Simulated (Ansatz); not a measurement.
All numbers were calculated with Ansatz.

A structure relaxed at PBE0-D4/def2-TZVP, charge 0, multiplicity 1:

```xyz
15

C    -1.308   -0.150    1.023
C    -0.203   -0.984    0.396
C     0.556   -0.296   -0.735
C     1.299    0.952   -0.295
O    -0.290   -0.021   -1.841
H    -1.832   -0.719    1.794
H    -2.058    0.144    0.283
H    -0.923    0.757    1.495
H    -0.630   -1.907   -0.008
H     0.518   -1.282    1.165
H     1.285   -1.012   -1.128
H     0.607    1.724    0.054
H     1.869    1.364   -1.130
H     1.991    0.732    0.521
H    -0.880    0.697   -1.594
```

Problem. Give its formula and SMILES.

Solution. C4H10O, `CCC(C)O`.

Problem. Point group (tolerance 0.08 Å, 0.16 Å for H)?

Solution. C1.

Problem. Summarise the bond lengths by kind.

Solution. 3 × C–C 1.518 to 1.527 Å; 9 × C–H 1.091 to 1.096 Å; 1 × C–O 1.419 Å; 1 × H–O 0.961 Å.
